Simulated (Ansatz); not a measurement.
Consider the hydrogenolysis of a C–C bond: `C=COCCCl` + H₂ → `C=COC` + `CCl`.

Gas-phase electronic energies from Ansatz, PBE0-D4/def2-TZVP geometries. CBS: MP2 limit from def2 TZ/QZ plus the TZ coupled-cluster correction, frozen cores. This one scheme is used for every species. DFT in def2-TZVPP. Each species was taken in one conformer, which may not be the lowest.

Task: Is it downhill or uphill in electronic energy at CCSD(T)/CBS, and by how much? (Estimate.)

Result: Computed: Downhill: ΔE = -10.6 kcal/mol.

Task: What do these levels give: PBE-D4, ωB97M-V, B2PLYP, CCSD(T)/def2-TZVPP, MP2/CBS(def2), CCSD/CBS(def2)? (Best estimate.)

Result: Computed: PBE-D4 -11.0, ωB97M-V -11.2, B2PLYP -12.7, CCSD(T)/def2-TZVPP -10.9, MP2/CBS(def2) -9.7, CCSD/CBS(def2) -11.7 kcal/mol.

Largest T1 diagnostic among the species: 0.012.

The D4 term adds +2.3 kcal/mol with B3LYP and +1.3 kcal/mol with PBE0; it sums over pairs of atoms, weighted by their polarisabilities, and B3LYP, whose exchange is more repulsive, gets the larger term. In def2-TZVPP, CCSD(T) changes the Hartree–Fock value by +5.1 kcal/mol (the triples alone add +1.1 kcal/mol) and MP2 by +6.1 kcal/mol.

B3LYP here is the variant with VWN-RPA as its local correlation; programs differ in this.
